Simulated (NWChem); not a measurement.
CH cation, singlet

```xyz
2

C      0.0000     0.0000    -0.1450
H      0.0000     0.0000     1.0022
```
Atoms are numbered in this order, from 1.

All runs: NWChem. Geometry optimised at PBE0/def2-SVP; all other runs use it. Pople sets run with spherical d functions. Low-valent species are run as closed-shell singlets; no triplet was tried in these runs.

```
quantity                                                                  level  value
--------------------------------------------------  ---------------------------  -----
J(13C atom 1, 1H atom 2) (Hz)                                     B3LYP/6-31G**      ?
first 1s excitation (eV), C K edge, unshifted               B3LYP/6-311G**, TDA      ?
vertical, lowest state with f > 0.02, singlet (eV)  PBE/aug-cc-pVDZ, full TDDFT  12.14
solvation free energy (kcal/mol) in chlorobenzene              PBE0/6-31G*, SMD  -72.3
highest harmonic frequency (cm⁻¹)                                 PBE0/def2-SVP   2868
```

### Question
Fill in the missing entries.

### Answer

- J(13C atom 1, 1H atom 2) (Hz), value: 40.7
- first 1s excitation (eV), C K edge, unshifted, value: 275.2
